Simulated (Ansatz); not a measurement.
**Worked example: the enthalpy of formation of C6H6 (benzene)**

C6H6: 12 atoms, total charge 0, spin state singlet. As SMILES, `c1ccccc1`. The coordinates come from a PBE0-D4/def2-TZVP relaxation.

Total energies at CAM-B3LYP/def2-SVP (Ansatz 0.2.0); the atoms run unrestricted:

| species | state | energy (Eh) |
| --- | --- | --- |
| C6H6 | singlet | -231.940245 |
| C | triplet | -37.791544 |
| H | doublet | -0.497895 |

Harmonic wavenumbers at HF/6-31G*, in cm⁻¹: 453, 453, 665, 665, 765, 777, 961, 961, 1083, 1096, 1100, 1100, 1136, 1142, 1142, 1197, 1294, 1294, 1351, 1508, 1652, 1652, 1797, 1797, 3348, 3359, 3359, 3378, 3378, 3389.

Measured heats of formation of the gaseous atoms at 298.15 K, in kJ/mol: C 716.9, H 218.0. Spin-orbit lowering of the atoms at 298 K (mean of the ground term's levels less their thermal mean, from spectra), in kJ/mol: C 0.02. Take 1 Eh = 2625.50 kJ/mol, 1 cm⁻¹ = 0.0119627 kJ/mol, RT = 2.479 kJ/mol.

What heat of formation follows?


1. Electronic atomisation energy: 6 × (-37.791544) + 6 × (-0.497895) − (-231.940245) = 2.203611 Eh = 5785.6 kJ/mol.
2. Zero-point energy: half the sum of the wavenumbers, 23626 cm⁻¹ = 282.6 kJ/mol.
3. Thermal vibrational enthalpy, Σ hcν̃/(exp(hcν̃/kT) − 1): 3.3 kJ/mol. Translation, rotation and pV of a non-linear molecule: 4 RT = 9.9 kJ/mol.
4. The 12 free atoms carry 5/2 RT each: 74.4 kJ/mol.
5. Spin-orbit coupling lowers the free atoms by 6 × 0.02 = 0.1 kJ/mol.
6. Atomisation enthalpy at 298 K: 5785.6 − 0.1 − 282.6 − 3.3 − 9.9 + 74.4 = 5564.1 kJ/mol.
7. Sum of the atoms' heats of formation: 5609.4 kJ/mol. Heat of formation: 5609.4 − 5564.1 = +45.3 kJ/mol.

The tabulated value is +83.2 kJ/mol (Active Thermochemical Tables), so this level is off by -37.9 kJ/mol, or 0.7 % of the atomisation enthalpy that the table implies (5526.1 kJ/mol). Anharmonicity and any spin-orbit splitting of the molecule are left out.
